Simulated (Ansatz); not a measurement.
Geometry optimisation, UKS B3LYP/6-31G* in Ansatz.

Input:

```yaml
crystal:
  periodic: [false, false, false]
  atoms:
    - { symbol: B, position_ang: [0.0, 0.0, 0.0] }
    - { symbol: Cl, position_ang: [0.0, 0.0, 2.11] }
    - { symbol: H, position_ang: [1.0305, 0.0, -0.595] }
    - { symbol: H, position_ang: [-1.0305, 0.0, -0.595] }
    - { symbol: "N", position_ang: [0.0, 0.0, 4.14] }
    - { symbol: H, position_ang: [-0.496, -0.7725, 4.67] }
    - { symbol: H, position_ang: [0.496, 0.7725, 4.67] }
magnetization:
  spin_polarized: true
  initial_magnetization: 1
basis:
  gaussian: { orbitals: "6-31G*" }
hamiltonian:
  xc: b3lyp
relax:
  f_tol: 0.15
  max_steps: 25
  restrain:
    - { distance: [1, 4], at: 2.93, k: 30.0 }
    - { distance: [0, 1], at: 1.86, k: 30.0 }
```

Command:

```bash
$ ansatz run input.yaml --threads 1 --pin off --max-ram 2048MiB --backend cpu --events-out ev --progress --plain --runs-dir out
```

Q: Where does it end, and by what steps?

A: The forces met the threshold. The restraints hold the end off the free minimum. After 12 steps the energy has fallen by 2.574 eV (the restraints' own energy left out); Cl2 moved furthest, 0.67 Å.

```tsv
step	energy less start (eV)	largest force component (eV/Å)	accepted
0	0.0000	6.955	yes
1	-1.3614	4.387	yes
2	-1.7661	3.222	yes
3	-2.3622	1.994	yes
4	-2.5132	1.267	yes
5	-2.5560	1.407	yes
6	-2.5686	1.365	yes
7	-2.5328	1.553	no
8	-2.5688	1.399	yes
9	-2.5647	1.488	yes
10	-2.5753	1.392	yes
11	-2.5513	1.491	no
12	-2.5736	1.414	yes
```

```xyz
7
Properties=species:S:1:pos:R:3
B 0.014 0.009 -0.047
Cl 0.469 -0.253 1.697
H 0.901 0.125 -0.827
H -1.144 0.045 -0.314
N 0.290 -0.202 4.629
H -0.684 -0.549 4.605
H 0.154 0.824 4.658
```

The run took 20 s on 1 thread of Intel(R) Xeon(R) 6975P-C (Granite Rapids) (shared host), peak memory 0.16 GiB.
